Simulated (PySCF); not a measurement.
Coordinates in bohr (charge 0 multiplicity 2):
```
Li    0.0000    2.8888    0.0000
Li    3.1378   -1.4444    0.0000
Li   -3.1378   -1.4444    0.0000
```

Level of theory: PySCF, UPBE, basis Li def2-SVP (no relativity, density fitting).

This geometry of Li₃ is a stationary point at this level.

Task: What is the point group?

Result: C2v.

Task: Is it a minimum?

Result: Yes: all harmonic wavenumbers are real.

Task: List the harmonic modes with their infrared intensities.

Result: 
```
symmetry  ω (cm⁻¹)  IR (km/mol)
      a1       174         12.1
      b2       180         57.1
      a1       314         19.7
```

Task: Give the atomic charges and bond orders.

Result: 
```json
{"atom": "Li1", "Mulliken": "0.11", "Löwdin": "0.06", "polar tensor": "0.27", "spin (Mulliken)": "0.29", "Mayer order to Li1": "–"}
{"atom": "Li2,3", "Mulliken": "-0.05", "Löwdin": "-0.03", "polar tensor": "-0.14", "spin (Mulliken)": "0.35", "Mayer order to Li1": "0.60"}
```
Other Mayer orders above 0.3: Li–Li 0.35.

In C2v the vibrations span 2a1 + b2. Here b1 is antisymmetric to the molecular plane and b2 lies in it.

Other isomers or separated fragments may lie lower.
